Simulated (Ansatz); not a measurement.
Saddle point of CH$_{7}$BO, singlet (CH₄O ([CH3][OH]) + BH₃ → CH₅BO ([BH2][O][CH3]) + H₂; bonds formed: H2–H5; dative contacts that become bonds: B1–O6; bonds broken: B1–H2, H5–O6), PBE0-D4/def2-TZVP structure:

```
10
angstrom
B -0.1789 -1.1993 0.0098
H 0.9375 -1.3938 -0.7139
H -1.0492 -1.0045 -0.7892
H -0.2427 -2.1169 0.7714
H 1.0403 -0.5684 -0.1224
O 0.3460 0.0941 0.7024
C -0.1211 1.3067 0.1413
H 0.3866 2.1319 0.6425
H 0.0817 1.3586 -0.9347
H -1.2003 1.3919 0.2926
```

Energies are electronic, without zero-point energy. Barriers and step energies count from the start structure reached by relaxing down the imaginary mode; all methods use the PBE0-D4 structures, on which another method's saddle can fall below an end. Program: Ansatz 0.2.0. Basis: def2-TZVPP, with def2-QZVPP for the basis limit. Cores are frozen in the correlated methods. B3LYP uses VWN-RPA correlation. Extrapolation: Hartree–Fock as exp(−7.88 √X), correlation as X^−2.97.

```
      method  barrier (kJ/mol)  step energy (kJ/mol)
       SPW92              70.6                 -24.5
      PBE-D4              81.6                 -53.1
     BLYP-D4              93.7                 -71.4
   r2SCAN-D4              91.9                 -53.7
      B97M-V             103.5                 -55.6
     PBE0-D4              96.2                 -47.5
    B3LYP-D4                 ?                 -64.3
  r2SCAN0-D4             102.3                 -49.1
    BHLYP-D4             121.6                 -59.6
CAM-B3LYP-D4             108.1                 -57.4
     wB97X-V             107.5                 -53.5
     wB97M-V             107.8                 -53.7
      B2PLYP                 ?                 -63.1
    PBE-QIDH             106.0                 -47.6
  RPA on PBE             111.3                 -58.5
          HF                 ?                 -76.3
         MP2             105.5                 -55.9
        CCSD             119.5                 -55.1
     CCSD(T)             112.3                 -54.7
```

(1) Fill in the withheld barriers. (Judge from chemistry; the value comes from the calculation.)

No T1 diagnostic of these runs exceeds 0.015.

Answers

(1) Computed: B3LYP-D4 104.2; B2PLYP 106.9; HF 153.2 kJ/mol. Each is the energy of the saddle less that of the start structure, by the same method.

For comparison, the barrier by CCSD(T) at an estimated basis limit (MP2 extrapolated from triple and quadruple zeta, plus CCSD(T) − MP2 in triple zeta) is 110.1 kJ/mol.

The step is the kind of ligand exchange by which a precursor binds to a hydroxyl group, or is hydrolysed, in atomic layer deposition of oxides.

Labels in which every atom is bracketed show which atoms are joined, not bond orders.

For scale, one of the runs: CCSD(T)/def2-TZVPP, 191 basis functions, launched by `ansatz run in.yaml --threads 2 --pin off --events-out ev --progress --plain --max-ram 4352MiB`. The run took 39 s on 2 CPU threads of an Arm Neoverse V2 (shared host), with 2.2 GiB of host memory at its peak.
